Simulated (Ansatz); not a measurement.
Ansatz (a first-principles code) input:
A basis named .json is the Basis Set Exchange file of that set.

Ansatz 0.2 input:
```yaml
crystal:
  periodic: [false, false, false]
  atoms:
    - {symbol: C, position_ang: [1.52595049, 0.66962465, -0.00514131]}
    - {symbol: C, position_ang: [0.01306672, 0.83177596, 0.01107469]}
    - {symbol: S, position_ang: [-0.76842299, -0.82795444, -0.00401662]}
    - {symbol: H, position_ang: [-2.04530251, -0.41196503, 0.01342695]}
    - {symbol: H, position_ang: [-0.30620621, 1.36414052, 0.90638732]}
    - {symbol: H, position_ang: [-0.32262366, 1.38796375, -0.86351038]}
    - {symbol: H, position_ang: [2.00875442, 1.64843170, 0.00355520]}
    - {symbol: H, position_ang: [1.87121493, 0.11325855, 0.86772264]}
    - {symbol: H, position_ang: [1.85482770, 0.13703792, -0.89891611]}
basis:
  gaussian:
    orbitals: cc-pV_T+d_Z.json
magnetization: {spin_polarized: false}
correlation: {method: ccsd_t, electrons: outside_noble_gas}
```

Question: Predict the final energy.

Answer: -477.41208 Eh (CCSD(T)/cc-pV(T+d)Z). The basis has 183 functions. The run takes about 40 core-seconds (a rough figure).
